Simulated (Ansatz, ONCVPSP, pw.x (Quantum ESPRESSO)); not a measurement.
# lithium (Li): does the ONCV potential hold in the solid?

Li, optimised norm-conserving Vanderbilt (ONCV), made with ONCVPSP 4.0.1.1 (patched build) (LDA (Perdew-Wang 92), scalar-relativistic). Core [He], reference 2s1. Waves: 2s: rc 3.20 bohr, ncon 3, nbas 7, qcut 2.1 1/bohr, 3 projectors, debl 1.2 Ha; p scattering state at 0.29 Ha: rc 3.00 bohr, ncon 4, nbas 7, qcut 3.1 1/bohr, 1 projector; d scattering state at 0.14 Ha: rc 2.95 bohr, ncon 3, nbas 7, qcut 2.9 1/bohr, 3 projectors, debl 2.6 Ha. Local part: polynomial inside 2.65 bohr (lpopt 5, dvloc0 1 Ha). Core correction: Teter function, parameters optimised by the program.

In the p channel the program set the typed energies aside and used 0.050 Ha.

Crystal test: fcc Li in pw.x 7.5, no spin, 13³ k-points, Fermi–Dirac smearing 0.01 Ry, cutoffs 50/200 Ry. The reference is all-electron LAPW (Ansatz 0.2.0) with the same functional, mesh and smearing; V0 and B0 come from Birch–Murnaghan fits to the pressures at five volumes. Errors are pseudo minus all-electron; Δ is the rms difference of the E(V) curves that follow from these fits, minima aligned, over ±6 % about the mean V0. Mesh and smearing are coarse, so the numbers serve the comparison and aren't converged zero-temperature values; the lattice is a test structure that the element need not adopt.

All-electron: a0 = 4.237 Å (V0 = 19.01 Å³/atom), B0 = 14.9 GPa.

Task: How far does the potential miss the all-electron equation of state?

Result: mean pressure error (GPa): +0.09; a0 (Å): 4.245; a0 error (%): +0.19; B0 error (%): -1.8; Δ (meV/atom): 0.4. The largest radius (3.20 bohr) exceeds half the bond length (2.83 bohr), so the spheres overlap, which is one possible source of error among others.

```
V (Å³/atom)  P all-electron (GPa)  P pseudo (GPa)
     18.111                  0.78            0.87
     18.587                  0.35            0.43
     19.064                 -0.04            0.05
     19.541                 -0.39           -0.30
     20.017                 -0.70           -0.62
```

Task: At the middle volume, how do free energy and pressure move when the wave cutoff is lowered (ecutrho kept at four times it)?

Result:

| cutoff (Ry) | shift of F (meV/atom) | shift of P (GPa) |
| --- | --- | --- |
| 22 | +1.2 | -0.00 |
| 30 | +0.5 | +0.01 |
| 40 | +0.0 | +0.00 |

Input at the middle volume:

```
&control
  calculation='scf', prefix='x', pseudo_dir='./', outdir='./tmp', tstress=.true., disk_io='none'
/
&system
  ibrav=0, nat=1, ntyp=1, ecutwfc=50, ecutrho=200, nbnd=7,
  occupations='smearing', smearing='fd', degauss=0.01
/
&electrons
  conv_thr=1e-09, mixing_beta=0.4, electron_maxstep=70
/
ATOMIC_SPECIES
Li 1.0 Li.UPF
CELL_PARAMETERS angstrom
  0.00000000 2.12028713 2.12028713
  2.12028713 0.00000000 2.12028713
  2.12028713 2.12028713 0.00000000
ATOMIC_POSITIONS crystal
Li 0.0000 0.0000 0.0000
K_POINTS automatic
13 13 13 0 0 0
```

```bash
pw.x < Li.scf.in > Li.scf.out
```

Lines of the output:

```
Message from routine setup:
     using ibrav=0 with symmetry is DISCOURAGED, use correct ibrav instead
     lattice parameter (alat)  =       5.6664  a.u.
     unit-cell volume          =     128.6502 (a.u.)^3
     number of electrons       =         1.00
     number of Kohn-Sham states=            7
     kinetic-energy cutoff     =      50.0000  Ry
     charge density cutoff     =     200.0000  Ry
     scf convergence threshold =      1.0E-09
     Exchange-correlation= SLA  PW   NOGX NOGC
     number of k points=    84  Fermi-Dirac smearing, width (Ry)=  0.0100
     iteration #  1     ecut=    50.00 Ry     beta= 0.40
     c_bands:  1 eigenvalues not converged
     total energy              =      -0.58598355 Ry
     estimated scf accuracy    <       0.00018045 Ry
     iteration #  2     ecut=    50.00 Ry     beta= 0.40
     total energy              =      -0.58598860 Ry
     estimated scf accuracy    <       0.00006497 Ry
     iteration #  3     ecut=    50.00 Ry     beta= 0.40
     the Fermi energy is     0.5490 ev
!    total energy              =      -0.58598865 Ry
     estimated scf accuracy    <          9.3E-10 Ry
     smearing contrib. (-TS)   =      -0.00229287 Ry
     The total energy is F=E-TS. E is the sum of the following terms:
     one-electron contribution =       0.42949473 Ry
     hartree contribution      =       0.00059867 Ry
     xc contribution           =      -0.44164861 Ry
     ewald contribution        =      -0.57214056 Ry
     convergence has been achieved in   3 iterations
          total   stress  (Ry/bohr**3)                   (kbar)     P=        0.46
     Message from routine punch:
     Nothing written, as per user request (disk_io='none')
```

The run at the middle volume (84 k-points, 3 iterations) took about 5.6 s on one core of a shared host (Neoverse-N1, 64 threads, 124 GiB, load 57).
